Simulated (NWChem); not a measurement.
System: C2H4 cation, doublet; SMILES of the neutral closed-shell parent C=C

```xyz
6

C      0.0000     0.7005     0.0000
C      0.0000    -0.7005     0.0000
H      0.9114     1.2647    -0.2104
H     -0.9114     1.2647     0.2104
H     -0.9114    -1.2647    -0.2104
H      0.9114    -1.2647     0.2104
```
Atoms are numbered in this order, from 1.

Computed with NWChem. Spin-unrestricted. In the optimisation the excess spin sits in b1 (D2, its own frame). Structure relaxed at the B3LYP/6-31G* (spherical d), spin-unrestricted level. The spin multiplicity was typed, not searched, and may not be the lowest. No stability test was run on the SCF state. B3LYP is NWChem's, with the RPA form of VWN correlation. Vertical excitations in the gas phase; the lowest state need not have the same character in each row. Excited states of an open shell can be spin-contaminated.

```json
[
 {"level": "PBE/def2-SVP, TDA", "lowest excitation (eV)": "3.18", "oscillator strength of that lowest state": "0.000", "lowest state with f > 0.02 (eV)": "6.04", "oscillator strength of that bright state": "0.051", "lowest empty minus highest occupied level, either spin (eV)": "1.64"},
 {"level": "B3LYP/def2-SVP, TDA", "lowest excitation (eV)": "___", "oscillator strength of that lowest state": "0.000", "lowest state with f > 0.02 (eV)": "5.12", "oscillator strength of that bright state": "0.024", "lowest empty minus highest occupied level, either spin (eV)": "___"},
 {"level": "LRC-wPBEh/def2-SVP, TDA", "lowest excitation (eV)": "3.60", "oscillator strength of that lowest state": "0.000", "lowest state with f > 0.02 (eV)": "5.15", "oscillator strength of that bright state": "0.028", "lowest empty minus highest occupied level, either spin (eV)": "8.05"},
 {"level": "PBE0/def2-SVP, TDA", "lowest excitation (eV)": "3.60", "oscillator strength of that lowest state": "0.000", "lowest state with f > 0.02 (eV)": "5.13", "oscillator strength of that bright state": "0.027", "lowest empty minus highest occupied level, either spin (eV)": "4.28"}
]
```

Task: Fill in the missing entries.

Result: 
- B3LYP/def2-SVP, TDA, lowest excitation (eV): 3.50
- B3LYP/def2-SVP, TDA, lowest empty minus highest occupied level, either spin (eV): 3.52
